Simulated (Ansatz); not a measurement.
System: bcc W. Method: r²SCAN+rVV10 in Ansatz (plane waves, PAW).

Numerical settings: plane-wave cutoff 560 eV, 24×24×24 k mesh, Fermi–Dirac smearing 0.05 eV, no spin polarisation, scalar-relativistic PAW data made under PBE.

Pressure at four volumes; x = ln(V/15.795 Å³). One pressure is withheld.

```
V (Å³/atom)        x  P (GPa)
-----------  -------  -------
14.847       -0.0619    22.82
15.795        0.0000     0.00
16.427        0.0392   -11.84
16.743        0.0583        ?
```

### Question
Pass a parabola P(x) through the three rows shown, estimate the bulk modulus and its pressure derivative near zero pressure, and predict the withheld pressure.

### Answer
Slopes between the rows: (0.00 − (22.82))/(0.0000 − (-0.0619)) = -368.66 and (-11.84 − (0.00))/(0.0392 − (0.0000)) = -302.04 GPa. Their difference over the span 0.1011 is c = 66.62/0.1011 = 659.0 GPa, so P(x) = 22.82 + (-368.66)(x − (-0.0619)) + 659.0 (x − (-0.0619))(x − (0.0000)). At the middle row B = −dP/dx = −[-368.66 + 659.0 × 0.0619] = 327.9 GPa, and B′ = dB/dP = 2c/B = 4.0. At x = 0.0583 the parabola gives -16.87 GPa; the run gives -16.90 GPa. The Birch–Murnaghan fit to the energies at all volumes has B0 = 326 GPa and B′ = 4.0.

Measured, for comparison: bulk modulus 312 GPa (zero-point energy and finite temperature contributions removed, sources range from 300 to 328; as tabulated in doi:10.1021/acs.jctc.3c00612). Computed less measured: bulk modulus +4.5 % (inside the range of the sources held).

Spin–orbit coupling is not included.

Ansatz is a program for electronic structure.
